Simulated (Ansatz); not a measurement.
A nudged elastic band was laid between two geometries of B₂H₄S (7 atoms, charge 0, multiplicity 1).

The calculation used RHF/def2-SVP in Ansatz.

- movable images: 2
- climbing image: yes
- spring: 5.0 eV/Å²
- optimiser: quadratic models (default)
- start path: through a guess of the saddle point
- force threshold: 0.03 eV/Å
- iteration limit: 60
- end points: relaxed

Initial state:

```xyz
7
Properties=species:S:1:pos:R:3
B -0.665 0.588 -0.685
B -0.033 -0.008 0.768
S 1.337 -1.162 0.906
H -1.558 0.024 -1.259
H -0.244 1.597 -1.185
H -0.480 0.317 1.834
H 1.642 -1.358 -0.381
```

Final state:

```xyz
7
Properties=species:S:1:pos:R:3
B -0.826 0.727 -0.768
B 0.082 -0.088 0.412
S 1.429 -1.195 -0.028
H -1.830 0.251 -1.226
H -0.515 1.822 -1.153
H -0.164 0.063 1.577
H 1.824 -1.581 1.187
```

Question: Which bonds break or form, and what moves?

Answer: No bond is made or broken. The dihedral B1–B2–S3–H7 goes from 0 to 180°.

Question: What energy profile does the band end with?

Answer: The forces met the threshold. The highest image is number 1 of 0 to 3, 0.73 eV above the first end and 0.71 eV above the last; the last end lies 0.02 eV above the first. Another band between the same ends (9 images) ends at a top of the same energy, where a vibrational analysis finds 1 clearly imaginary mode. So few images can step over the top or miss a turn of the path.

| image | path coordinate (Å) | energy (eV) | dihedral B1–B2–S3–H7 (°) |
| --- | --- | --- | --- |
| 0 | 0.00 | 0.00 | 0 |
| 1 | 1.29 | 0.73 | 90 |
| 2 | 2.12 | 0.31 | 139 |
| 3 | 2.95 | 0.02 | 180 |

Question: What is the geometry of the highest image?

Answer: 
```xyz
7
Properties=species:S:1:pos:R:3
B -0.759 0.593 -0.692
B -0.089 -0.044 0.713
S 0.953 -1.599 0.399
H -1.823 0.213 -1.102
H -0.154 1.383 -1.366
H -0.205 0.351 1.838
H 2.077 -0.898 0.211
```

The run took 11 s on 1 thread of Intel(R) Xeon(R) 6975P-C (Granite Rapids) (shared host), peak memory 0.13 GiB.
